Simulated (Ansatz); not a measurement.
A made-up structure of BSiH2O (charge -1), singlet:

```
atom    x (Å)    y (Å)    z (Å)
  O1   0.0390  -1.3357   2.1508
  B2   0.0323  -0.6338   1.0016
 Si3   0.0404   0.4796  -0.8471
  H4  -0.7927  -0.1401  -1.6889
  H5   0.6810   1.6299  -0.6164
```

It is relaxed with PBE-D4/def2-SVPD and then PBE0-D4/def2-TZVPD (Ansatz 0.2.0). Atoms count as bonded within 1.22 times the sum of their covalent radii (H–H: 0.88 Å). The end point is not checked to be a true minimum.

Task: Does its bonding change? (A judgement: the text doesn't fix the answer.)

Result: The calculation gives: No: no bond forms or breaks.

Where it ends: The first stage lowers the energy by 2.27 eV in 7 steps. It ends as BSiH₂O ([O][B][SiH2]), total charge -1:
```
5
angstrom
O -0.0878 -1.1188 1.9671
B 0.0837 -0.5992 0.8738
Si 0.5278 0.1309 -0.9413
H -0.9199 0.0031 -1.4287
H 0.3962 1.5839 -0.4708
```

Labels in which every atom is bracketed show which atoms are joined, not bond orders.

For scale, one of the runs: PBE0-D4/def2-TZVPD relaxation, 138 basis functions, launched by `ansatz run in.yaml --threads 2 --pin off --events-out ev --progress --plain --max-ram 4352MiB`. The run took about 9.5 s on 2 CPU threads of an Arm Neoverse V2 (shared host).
